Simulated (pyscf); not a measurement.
Thermochemistry of product channels of H₃Si–O–SiH₂–O–SiH₃ + F–CH•–F on the doublet surface, in kcal/mol, from ωB97M-D3(BJ)/def2-TZVP energies (ideal gas, 1 atm, RRHO with modes under 100 cm⁻¹ raised to 100, one conformer, R ln 2 for chiral ones without a mode under 150 cm⁻¹). Structures and frequencies: ωB97X-D3(BJ)/def2-SVP in PySCF.

```json
[
 {"products": "F–CH(F)–SiH(O–SiH₃)–O–SiH₃ + H•", "ΔE": "+11.3", "ΔH(298 K)": "+9.2", "ΔG(600 K)": "+19.4", "ΔG(1200 K)": "+26.9"},
 {"products": "H₃Si–O–SiH•–O–SiH₃ + F–CH₂–F", "ΔE": "-7.6", "ΔH(298 K)": "-5.3", "ΔG(600 K)": "-4.3", "ΔG(1200 K)": "-2.7"}
]
```

These are energies of the channels, which say nothing of barriers.
